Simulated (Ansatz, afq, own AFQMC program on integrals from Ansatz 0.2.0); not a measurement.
## Atomization energy of BH3, triplet

```yaml
atoms:
  - { symbol: B, position_ang: [-0.1149, 0.0000, 0.0891] }
  - { symbol: H, position_ang: [0.3114, 0.5391, -0.9919] }
  - { symbol: H, position_ang: [0.6095, 0.0000, 1.0286] }
  - { symbol: H, position_ang: [0.3113, -0.5391, -0.9919] }
```

Atoms in their ground-state spins without spin–orbit coupling (mostly on UHF) minus the molecule (UHF), without zero-point energy. The geometry is a stationary point, not shown to be a minimum.

Basis cc-pVDZ. Only valence electrons are correlated. AFQMC by an in-house program on the Cholesky factors that Ansatz 0.2.0 writes for its CCSD(T) run. The CISD trial takes its coefficients from CCSD amplitudes. Released means that phaseless walkers are propagated on without the constraint, phases kept. Free projection: walkers drawn from exp(T), propagated without any constraint. Its projection time is finite, and what remains of the start isn't in its error. Uncertainties: one standard error, sampling alone. The errors of all members are added in quadrature.

Full CI on the same integrals is exact in this basis and with this determinant's frozen core.

The best estimate is CCSD(T) at the basis-set limit (CBS: def2-TZVPP and def2-QZVPP, with their diffuse functions for anions and beside diffuse sets, CCSD(T) itself extrapolated) plus the step from CCSD(T) to full CI in cc-pVDZ. Rows without CBS are in cc-pVDZ, the functionals in def2-TZVP; B2PLYP and the wave-function rows carry a basis error of their own. Core correlation and relativity beyond core potentials are missing, and ± holds the sampling alone.

Cautions: BH₃ (triplet): lower spins were not checked.

Best estimate: 8.323 eV.

| level | atomization energy (eV) | error against the best estimate (eV) |
| --- | --- | --- |
| HF | 6.343 | -1.980 |
| MP2 | 7.655 | -0.668 |
| CCSD | 7.643 | -0.680 |
| CCSD(T) | 7.676 | -0.648 |
| ph-AFQMC/CISD | 7.683 ± 0.004 | -0.640 ± 0.004 |
| released AFQMC | 7.678 ± 0.003 | -0.646 ± 0.003 |
| free AFQMC | 7.679 ± 0.006 | -0.644 ± 0.006 |
| FCI | 7.681 | -0.642 |
| HF/CBS | 6.514 | -1.809 |
| MP2/CBS | 8.283 | -0.040 |
| CCSD(T)/CBS | 8.318 | -0.005 |
| PBE | 8.640 | 0.317 |
| r2SCAN | 8.855 | 0.532 |
| PBE0 | 8.577 | 0.254 |
| B3LYP | 8.535 | 0.212 |
| wB97M-V | 8.425 | 0.102 |
| B2PLYP | 8.310 | -0.013 |

Correlation beyond CCSD(T) adds 0.005 eV. Going to the basis-set limit adds 0.642 eV at CCSD(T). The perturbative (T) step is worth +0.032 eV. The functionals spread over 0.545 eV; B2PLYP comes nearest and r2SCAN is 0.532 eV too high.

Best estimates are given only where the step beyond CCSD(T) is under 0.3 eV and no member's determinant is very poor (T1 over 0.05, or 0.07 for open shells, ⟨S²⟩ too high by 0.3, two states mixed), so the hardest cases are missing from such tables.

The functionals ran in a triple-zeta set and keep a basis error of their own, a few kJ/mol for each bond in atomization energies and more for double hybrids, so close places among them and the extrapolated levels can swap.

Free projections are given only where their last times agree within the noise and don't stop above the reference; a slow remainder of the start can still hide under it. Each member of a difference takes its own highest rung, so a best estimate needn't equal the limit plus the step of one row. A walk keeps the symmetry of its determinant, which the program's search chose and which needn't be the lowest solution, so a lower state of the same spin and another symmetry isn't excluded. Released energies are given only where the last usable release times agree within the noise; a slower fall can still hide under it.
